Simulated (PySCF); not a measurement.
**Gas-phase thermal properties of O2**

Method: PySCF energies (xtb for GFN2) plus ideal-gas RRHO corrections (1 bar). 'Table' is the NASA 1993 thermochemical table (part measured, part estimated). 6-31G* has spherical d functions here. Open shells (unrestricted): O2 (multiplicity 3). GFN2 has no spin-polarisation term. B3LYP is the form with VWN-RPA correlation. The harmonic model lacks anharmonicity and excited electronic states, which grow with temperature; levels with a mode under 35 cm⁻¹ are left out.

```csv
level,point group,σ,ZPE (kJ/mol),S°298 (J/mol/K),Cp298 (J/mol/K),S°1000 (J/mol/K),H1000 − H298 (kJ/mol)
table,-,-,-,205.1,29.4,243.6,22.7
B3LYP/6-31G*,D∞h,2,9.9,205.2,29.3,243.2,22.4
GFN2-xTB,D∞h,2,9.7,205.1,29.3,243.2,22.5
HF/6-31G*,D∞h,2,11.9,204.5,29.2,241.6,21.9
PBE/def2-SVP,D∞h,2,9.6,205.2,29.3,243.3,22.5
PBE0/def2-TZVP,D∞h,2,10.3,204.9,29.2,242.7,22.3
```
σ: rotational symmetry number. Electronic degeneracy used: 3. Frequencies are unscaled.
